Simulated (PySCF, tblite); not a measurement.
# C₆H₇ radical: geometry, infrared bands and EPR parameters

Wanted: the infrared bands and EPR parameters of C₆H₇ radical (`C=C=[C]C(=C)C`), by calculation.

The runs use tblite 0.8.0 and PySCF 2.14.0, with density-fitted response routines of our own; the level of theory stands in each step. All values are computed, except where a source is named. Atoms count from 0, in the outputs and in this text.

## Step 1: The molecule as given

13 atoms, charge 0, multiplicity 2; geometry from: force field or distance geometry start.

Bonds of the start (Å): C0–C1 1.31, C1–C2 1.32, C2–C3 1.50, C3–C4 1.31, C3–C5 1.50, C0–H6 1.07, C0–H7 1.07, C4–H8 1.09, C4–H9 1.08, C5–H10 1.13, C5–H11 1.12, C5–H12 1.13.

## Step 2: Geometry optimisation with GFN2-xTB

Job settings and geometry (Å):

```
{"job": {"kind": "relax", "xc": "GFN2-xTB", "basis": "xTB"}, "charge": 0, "multiplicity": 2}
C      2.763800     0.003000     0.169000
C      1.610400    -0.507300    -0.180900
C      0.447200    -1.025700    -0.509500
C     -0.709000    -0.111200    -0.253700
C     -0.673200     1.137100    -0.633200
C     -1.873200    -0.712200     0.476500
H      3.090400    -0.168000     1.168800
H      3.277600     0.581300    -0.577100
H     -1.516500     1.792200    -0.437300
H      0.156300     1.584800    -1.162600
H     -2.696600    -0.834800    -0.282100
H     -1.636200    -1.717100     0.920500
H     -2.245300    -0.021400     1.284000
```

The run is started by

```bash
$ OMP_NUM_THREADS=1 python probes_run.py task.json out
```

One launch serves the whole session: the jobs run in the order shown.

**Question.** This job is followed by: GFN2-xTB harmonic vibrations, gas phase; UKS B3LYP, pcH-1 on C H, non-relativistic, mean-field spin-orbit, GIAO. Predict these results of the whole session: strongest single infrared mode (GFN2-xTB); zero-point energy (GFN2-xTB); g(iso) (B3LYP); ⟨S²⟩; largest a(iso) (averaged by class); potential on the surface of density 0.002 e/bohr³, 1st and 99th percentile.

The runs gave:

| quantity | value |
| --- | --- |
| strongest single infrared mode (GFN2-xTB) | 3142 cm⁻¹, 38 km/mol |
| zero-point energy (GFN2-xTB) | 63.5 kcal/mol |
| g(iso) (B3LYP) | 2.00272 |
| ⟨S²⟩ | 0.788 (exact 0.75) |
| largest a(iso) (averaged by class) | 13C on C1, -57.3 MHz |
| potential on the surface of density 0.002 e/bohr³, 1st and 99th percentile | -0.65 V and 0.89 V |

What this shows: Over 126 steps the energy fell by 1.425 eV; of the close pairs, C2–C3 changed most, 1.496 to 1.387 Å. All 33 modes are real, so the xTB geometry is a minimum. The strongest single mode, at 3142 cm⁻¹, moves mainly H9 and H8. Unscaled tight-binding wavenumbers are off by several per cent, some by more. Its intensities can rank the bands wrongly. The largest spin populations lie on C0 (0.65 e), C2 (0.47 e). The isotropic g lies 0.4 ppt above the free-electron value. These values are for one conformer; the search (at its own cheap level) found 2 more, at 0.01, 5.01 kcal/mol (those within 0.05 may be mirror or relabelled copies), and measured spectra average over such forms.
